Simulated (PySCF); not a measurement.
## How far each method lies from full CI for BH⁻, quartet

Geometry: a PBE0/def2-TZVPD stationary point for this spin.

```xyz
2

B     0.0000    0.0000    0.0000
H     0.0000    0.0000    1.2058
```

Basis aug-cc-pVDZ; PySCF 2.14.0. Correlated methods freeze the noble-gas cores, which leaves 5 electrons in 31 orbitals. R marks a restricted (for open shells ROHF) determinant, U an unrestricted one.

Full CI is exact within this basis and frozen core; it isn't the basis-set limit. The frozen core follows each run's orbitals, which can shift R against U totals by a few meV.

The UHF ⟨S²⟩ is 3.753. The T1 diagnostic (ROHF- or RHF-based CCSD) is 0.0248. The largest doubles amplitude (ROHF- or RHF-based CCSD) is 0.074 and the T1 diagnostic (UCCSD) is 0.0255.

Q: From what is known of these methods and the diagnostics, rank them by the size of their error in total energy against full CI in aug-cc-pVDZ, smallest first (an estimate: the text doesn't fix the numbers).
A. UMP2
B. RCCSDT
C. RCCSD
D. UCCSD(T)
E. RHF

A: B (0.06 kcal/mol), D (0.48 kcal/mol), C (1.81 kcal/mol), A (12.18 kcal/mol), E (49.66 kcal/mol).

All errors are against full CI in aug-cc-pVDZ. Within each family the higher level lies nearer, as is usual though not guaranteed.

The full-CI state has the irrep A2 of C2v, in the program's axes (one component, if the state is degenerate).

Natural occupations of full CI about the gap: 1.945 0.988 0.973 0.973 0.022 0.022 0.021 0.012 0.009 0.008; effectively unpaired electrons, Σ n²(2−n)², 3.02.
